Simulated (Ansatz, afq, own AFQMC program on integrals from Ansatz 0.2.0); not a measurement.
## Atomization energy of SiH2O, singlet

```xyz
4

Si    0.0000    0.0000    0.4897
O     0.0000    0.0000   -1.0261
H     0.0000    1.2309    1.3214
H     0.0000   -1.2309    1.3214
```

Connectivity, by distances: SiH2–O.

Atoms in their ground-state spins without spin–orbit coupling (mostly on UHF) minus the molecule (RHF), without zero-point energy. The geometry is a stationary point, not shown to be a minimum.

Basis cc-pVTZ. Noble-gas cores (and the filled d shells of Ga–Kr and In–Xe) are frozen. Integrals, coupled cluster, full CI and functionals: Ansatz 0.2.0; the random walks run on the same integrals in our own AFQMC program. ph-AFQMC/CISD is guided by a CISD state made of CCSD amplitudes; releasing the constraint for a short imaginary time cuts its bias at the price of noise, slowly where states lie close. Uncertainties: one standard error, sampling alone. The errors of all members are added in quadrature.

No full CI on the walks' own integrals is used here; CCSDT(Q) serves as the reference and is uncertain by about the last step of the cluster series. Each member takes its own surest rung, up to full CI.

The best estimate is CCSD(T) at the basis-set limit (CBS: def2-TZVPP and def2-QZVPP, with their diffuse functions for anions and beside diffuse sets, CCSD(T) itself extrapolated) plus the step from CCSD(T) to CCSDT(Q) in cc-pVTZ. Rows without CBS are in cc-pVTZ; B2PLYP and the wave-function rows carry a basis error of their own. Core correlation and relativity beyond core potentials are missing, and ± holds the sampling alone.

Cautions: SiH₂O (singlet): higher spins were not checked, raised T1 diagnostic (T1 0.022, weight of the determinant 0.87, largest double 0.07).

```tsv
level	atomization energy (kJ/mol)
HF	822.2
PBE	1261.1
PBE0	1213.4
```

Task: From these cheaper values, estimate the atomization energy at the level of the best estimate.

Result: 1276.2 kJ/mol (best estimate, highest rung CCSDT(Q)).

```tsv
level	atomization energy (kJ/mol)	error against the best estimate (kJ/mol)
MP2	1248.7	-27.4
CCSD	1185.6	-90.6
CCSD(T)	1213.1	-63.0
CCSDT	1211.6	-64.5
CCSDT(Q)	1214.5	-61.7
ph-AFQMC/CISD	1214.8 ± 0.6	-61.4 ± 0.6
released AFQMC	1215.0 ± 0.7	-61.1 ± 0.7
HF/CBS	845.2	-430.9
MP2/CBS	1312.7	36.6
CCSD(T)/CBS	1274.8	-1.3
r2SCAN	1250.4	-25.7
B3LYP	1242.3	-33.9
wB97M-V	1254.0	-22.2
B2PLYP	1244.3	-31.9
```

Correlation beyond CCSD(T) adds 1.3 kJ/mol. Going to the basis-set limit adds 61.7 kJ/mol at CCSD(T). The perturbative (T) step is worth +27.5 kJ/mol. The functionals spread over 47.7 kJ/mol; PBE comes nearest and PBE0 is 62.8 kJ/mol too low.

Best estimates are given only where the step beyond CCSD(T) is under 0.3 eV and no member's determinant is very poor (T1 over 0.05, or 0.07 for open shells, ⟨S²⟩ too high by 0.3, two states mixed), so the hardest cases are missing from such tables.

The functionals ran in a triple-zeta set and keep a basis error of their own, a few kJ/mol for each bond in atomization energies and more for double hybrids, so close places among them and the extrapolated levels can swap.

CCSDT and higher add their correlation energy to the determinant of the CCSD(T) run, since their own runs factorise the integrals more tightly (a shift of under 2 meV). Each member of a difference takes its own highest rung, so a best estimate needn't equal the limit plus the step of one row. A walk keeps the symmetry of its determinant, which the program's search chose and which needn't be the lowest solution, so a lower state of the same spin and another symmetry isn't excluded. Released energies are given only where the last usable release times agree within the noise; a slower fall can still hide under it.
